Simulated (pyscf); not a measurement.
Single points on ωB97X-D3(BJ)/def2-SVP structures (PySCF, gas phase).

**Question.** H₃Si–NH–SiH₃ + hydrogen chloride (HCl) → H₃Si–NH–SiH₂–Cl + hydrogen (H₂)
Surface: singlet. Broken: H–Si, Cl–H. Formed: Cl–Si, H–H. Give ΔE‡ and ΔE from ωB97M-D3(BJ)/def2-TZVP, relative to the separated reactants.

**Answer.** ΔE‡ = 1.29 eV, ΔE = -0.96 eV. Zero-point energy shifts the barrier by +0.05 eV. It is a four-centre exchange, with an imaginary mode of 790i cm⁻¹. This is the saddle that the search found; another between the same sides may lie lower.
